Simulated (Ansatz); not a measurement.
# How far each method lies from full CI for CH₃⁺, triplet

Geometry: displaced at random from a stationary point.

```yaml
atoms:
  - { symbol: C, position_ang: [0.0006, -0.0005, 0.0607] }
  - { symbol: H, position_ang: [-0.0002, 0.6668, -0.9004] }
  - { symbol: H, position_ang: [0.0478, 0.0427, 1.0899] }
  - { symbol: H, position_ang: [-0.0550, -0.7036, -0.9133] }
```

Basis cc-pVDZ; Ansatz 0.2.0. Only valence electrons are correlated (noble-gas cores frozen), which leaves 6 electrons in 28 orbitals. R marks a restricted (for open shells ROHF) determinant, U an unrestricted one. Active spaces: valence = (6e, 7o) chosen from the atoms' valence shells.

Full CI is exact within this basis and frozen core; it isn't the basis-set limit. The frozen core follows each run's orbitals, which can shift R against U totals by a few meV.

For open shells CISD is restricted-active-space CI with the open shells as a complete middle space.

```
UHF ⟨S²⟩                          : 2.017
T1 diagnostic (RCCSD)             : 0.0192
largest doubles amplitude (RCCSD) : 0.038
T1 diagnostic (UCCSD)             : 0.0082
```

```csv
level,E − E(full CI) (kJ/mol),share of correlation (%),wall time
RHF,337.3,0.00,–
UHF,319.9,5.17,–
RMP2,64.5,80.87,–
UMP2,64.3,80.94,–
CISD,14.2,95.80,0.27 s
RCCSD,7.2,97.87,–
UCCSD,6.8,97.98,–
RCCSD(T),1.4,99.57,0.21 s
UCCSD(T),1.3,99.61,0.18 s
BCCD(T),1.4,99.58,0.27 s
RCCSDT,0.2,99.94,–
UCCSDT,0.1,99.97,–
RCCSDT(Q),0.0,100.00,2 s
UCCSDT(Q),-0.1,100.03,1.9 s
CASSCF (valence space),199.2,40.94,–
NEVPT2 (valence space),41.8,87.62,1.2 s
MRCISD (valence space),5.8,98.28,–
MRCISD+Q (valence space),0.1,99.97,1.6 s
```

The correlation energy at full CI, counted from RHF, is -3.496 eV. That run took 31 s on 1 thread of Arm Neoverse V2, shared host over 10,732,176 determinants.

Times hold each run's SCF and search for its determinant on a shared host, so for small cases they say little of a method's own cost; they ran on 1 thread of Arm Neoverse V2.

The full-CI state has the irrep A of C1, in the program's axes.

Natural occupations of full CI about the gap: 1.961 1.956 0.992 0.990 0.026 0.018 0.015 0.007 0.006 0.005; effectively unpaired electrons, Σ n²(2−n)², 2.02.
